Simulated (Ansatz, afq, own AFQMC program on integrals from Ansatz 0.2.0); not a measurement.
**C2H4N, doublet: AFQMC among the cluster methods**

```xyz
7

C    -1.9473    0.0000    0.0000
H    -2.3105    1.0273    0.0000
H    -2.3105   -0.5137    0.8897
H    -2.3105   -0.5137   -0.8897
H    -0.6653    0.0000    0.0000
N     1.7288    0.0000    0.0000
C     0.5687    0.0000    0.0000
```

Basis cc-pVDZ. Only valence electrons are correlated. Ansatz 0.2.0 and our own AFQMC program on the same integrals; the CISD trial comes from CCSD amplitudes, and released means the phaseless constraint is let go. Uncertainties: one standard error, sampling alone.

Determinant: ROHF, the one that the program's search chose, which needn't be the lowest solution. The geometry is a point of a scan.

No full CI on the walks' own integrals is used here; CCSDT(Q) serves as the reference and is uncertain by about the last step of the cluster series.

Cautions: a spin-contaminated unrestricted determinant lies lower (UHF 313 meV lower, ⟨S²⟩ 0.95); the released energies move by 1.5 errors or more from one time to the next, so no released level is given (meV from the phaseless value at times in 1/Eh: -6 ± 6 at 0.24, -10 ± 7 at 0.51, -5 ± 9 at 0.99, -24 ± 11 at 1.50), though the last usable value meets CCSDT(Q) within the noise.

* T1 diagnostic: 0.0235
* weight of the determinant in the CISD state: 0.823
* size of the correlated space: 17 electrons in 59 orbitals

Reference: CCSDT(Q), correlation energy -13.279 eV.

```tsv
level	E − E(reference) (mEh)	share of correlation (%)
HF	488.01	0.00
MP2	49.31	89.90
CCSD	20.02	95.90
CCSD(T)	2.46	99.50
CCSDT	1.78	99.64
ph-AFQMC/HF	-1.59 ± 1.19	100.33
ph-AFQMC/CISD	0.40 ± 0.30	99.92
```

A walk keeps the symmetry of its determinant, which the program's search chose and which needn't be the lowest solution, so a lower state of the same spin and another symmetry isn't excluded.
